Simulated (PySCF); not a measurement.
# BH5N2 (diaminoborane): the cost of one run

The runs use PySCF 2.14.0, with density-fitted response routines of our own; the level of theory stands in each step. All values are computed, except where a source is named. Atoms are numbered from 0 throughout.

## (1) The starting structure

8 atoms, charge 0, multiplicity 1; geometry from: GFN2-xTB.

Bonds of the start (Å): N0–B1 1.40, B1–N2 1.40, N0–H3 1.00, N0–H4 1.00, B1–H5 1.17, N2–H6 1.00, N2–H7 1.00.

## (2) Relaxing the molecule at PBE0-D3(BJ)/def2-SVP

The job: settings as JSON, then the geometry in Å.

```
{"job": {"xc": "PBE0", "basis": "def2-SVP", "d3": "d3bj", "grid": 1, "kind": "geom"}, "charge": 0, "multiplicity": 1}
N      1.206970    -0.235500     0.055490
B      0.012010     0.481920     0.204390
N     -1.209600    -0.098580    -0.163260
H      1.247930    -1.170560    -0.309610
H      2.109420     0.133000     0.290530
H      0.034500     1.571180     0.635920
H     -1.290220    -1.029730    -0.532600
H     -2.092890     0.367100    -0.074500
```

Command:

```
$ OMP_NUM_THREADS=1 python probes_run.py task.json out
```

This one command runs all jobs of the session in turn.

**Question.** How long does this first job take on 1 thread of Arm Neoverse V1, shared host, and how much memory does it need?

About 6.1 s, with a peak of 0.28 GiB.
